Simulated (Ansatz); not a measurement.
Two isomers of C2H6N2: A = `C/N=N\C`, B = `C=C(N)N`.

Computed with Ansatz on PBE0-D4/def2-TZVP structures; ΔE is electronic, products minus reactants. CCSD(T)/CBS is the MP2 limit (def2-TZVPP, def2-QZVPP) plus CCSD(T) − MP2 in def2-TZVPP, frozen cores. This one scheme is used for every species. Functionals use def2-TZVPP. B3LYP here is the variant with VWN-RPA as its local correlation; programs differ in this. Each species was taken in one conformer, which may not be the lowest.

(1) Which isomer does CCSD(T)/CBS put lower? Give the gap. (Best estimate.)

(2) Give E(B) − E(A) in kcal/mol with CCSD(T)/def2-SVP, LDA (SPW92), B3LYP, B3LYP-D4, B2PLYP, PBE0-D4, CCSD/def2-TZVPP. (Estimate.)

(3) Does the order hold for the free energy at 298.15 K (harmonic terms from PBE0-D4)? (Best estimate.)

Largest T1 diagnostic: 0.012.

Results:

(1) The calculation gave: B, by 37.0 kcal/mol.

(2) Computed: CCSD(T)/def2-SVP -32.3, LDA (SPW92) -42.0, B3LYP -37.5, B3LYP-D4 -37.6, B2PLYP -37.5, PBE0-D4 -39.1, CCSD/def2-TZVPP -36.5. None reverses the order clearly.

(3) The calculation gave: Yes: G(B) − G(A) = -34.6 kcal/mol, for one conformer each.

In def2-TZVPP, CCSD(T) changes the Hartree–Fock value by +5.1 kcal/mol (the triples alone add +1.3 kcal/mol) and MP2 by +1.3 kcal/mol. Leaving LDA and LC-ωPBE aside and taking each functional with its dispersion term where it has one, the values, not all of them listed here, spread over 7.0 kcal/mol, from r2SCAN0-D4 to revPBE-D4. LDA lies −6.1 kcal/mol from PBE without D4.
